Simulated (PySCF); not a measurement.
Compound: C₃H₉PS.
Bonds: C1–P2, P2–C3, P2–C4, P2–S5 (double). Hydrogens: H6, H7, H8 on C1; H9, H10, H11 on C3; H12, H13, H14 on C4.

The same species was optimised twice, with GFN2-xTB and with PBE0-D3(BJ)/def2-SVP (PySCF), and the same property calculations (PySCF, gas phase) were run on both structures.

```csv
coordinate,GFN2-xTB,PBE0-D3(BJ)/def2-SVP,change
P2–C3 (Å),1.838,1.823,-0.015
C1–P2 (Å),1.838,1.823,-0.015
P2–C4 (Å),1.838,1.823,-0.015
C3–H10 (Å),1.087,1.101,+0.014
C1–H6 (Å),1.087,1.101,+0.014
C4–H12 (Å),1.087,1.101,+0.014
C3–H11 (Å),1.089,1.099,+0.010
C3–H9 (Å),1.089,1.099,+0.010
C1–H8 (Å),1.089,1.099,+0.010
C4–H14 (Å),1.089,1.099,+0.010
C1–H7 (Å),1.089,1.099,+0.010
C4–H13 (Å),1.089,1.099,+0.010
P2=S5 (Å),1.940,1.949,+0.009
C1–P2–C4 (°),103.9,104.3,+0.4
C3–P2–C4 (°),103.9,104.4,+0.5
C4–P2–S5 (°),114.6,114.2,-0.4
C1–P2–C3 (°),103.9,104.3,+0.4
C1–P2–S5 (°),114.6,114.2,-0.4
C3–P2–S5 (°),114.6,114.3,-0.3
H7–C1–H8 (°),108.6,108.2,-0.4
H9–C3–H11 (°),108.6,108.2,-0.4
```

Rotational constants: A = 3545, B = 2322, C = 2322 MHz (GFN2-xTB) against A = 3572, B = 2334, C = 2333 MHz (PBE0-D3(BJ)/def2-SVP). Point groups within 0.08 Å: C3v and C3v. Atoms that the bonding makes alike are paired by their places after alignment.

On the GFN2-xTB structure: HOMO (eV) -6.32 [PBE0/pcSseg-1]; LUMO (eV) 0.85 [PBE0/pcSseg-1]; dipole (D) 4.88 [PBE0/pcSseg-1]; GIAO shielding of C1/C3/C4 (mean) (ppm) 159.6 [PBE0/pcSseg-1]; GIAO shielding of P2 (ppm) 306.8 [PBE0/pcSseg-1]; GIAO shielding of S5 (ppm) 721.9 [PBE0/pcSseg-1].

Problem. What do these properties become on the PBE0-D3(BJ)/def2-SVP structure?

Solution. 
```
                                    property          level  on GFN2-xTB  on PBE0-D3(BJ)/def2-SVP  change
                                   HOMO (eV)  PBE0/pcSseg-1        -6.32                    -6.28   +0.04
                                   LUMO (eV)  PBE0/pcSseg-1         0.85                     0.80   -0.05
                                  dipole (D)  PBE0/pcSseg-1         4.88                     4.96   +0.08
energy, GFN2-xTB geometry as zero (kcal/mol)  PBE0/pcSseg-1          0.0                     -0.3    -0.3
     GIAO shielding of C1/C3/C4 (mean) (ppm)  PBE0/pcSseg-1        159.6                    158.9    -0.7
                  GIAO shielding of P2 (ppm)  PBE0/pcSseg-1        306.8                    306.9    +0.1
                  GIAO shielding of S5 (ppm)  PBE0/pcSseg-1        721.9                    716.8    -5.1
```

The heavy atoms differ by 0.010 Å rms after alignment. Among all bonds C1–P2, C1–H6, P2–C3, P2–C4, C3–H10 and C4–H12 change most and about equally (-0.015 to +0.014 Å). Changes are differences of the printed values. Neither structure is proved a minimum here.
